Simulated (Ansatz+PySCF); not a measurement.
## singlet H3O(+): levels of theory in one basis

```yaml
atoms:
  - { symbol: O, position_ang: [0.0000, 0.0000, 0.0685] }
  - { symbol: H, position_ang: [0.8675, 0.0000, -0.1827] }
  - { symbol: H, position_ang: [-0.4337, 0.7513, -0.1827] }
  - { symbol: H, position_ang: [-0.4337, -0.7513, -0.1827] }
```

Basis set: def2-SVP (spherical functions). Frozen core: 1 orbital. Charge 1, multiplicity 1.

Computed with Ansatz (development build ahead of 0.2.0); each method stands on the lowest determinant of its kind that the runs found. NEVPT2 correlates all electrons. Active spaces start from the frontier orbitals, and the lowest solution found is given.

| method | E − E(RHF) (eV) | <S²> of the determinant |
| --- | --- | --- |
| RHF | 0.00 | 0.00 |
| RHF-CCSD | -5.65 | – |
| RHF-CCSD(T) | -5.72 | – |
| CASSCF(8,7) | -2.11 | – |
| SC-NEVPT2(8,7) | -5.03 | – |

(1) What does RHF-MP2 give on the same scale?

(2) Is a single determinant a sound starting point here?

Results:

(1) -5.33 eV.

(2) By this sign, yes. Unrestricted orbitals gain 0.00 eV and <S²> is 0.00 against 0.00 for a pure state. The CASSCF(8,7) natural occupations are 2.00, 1.98, 1.98, 1.98, 0.02, 0.02, 0.02.
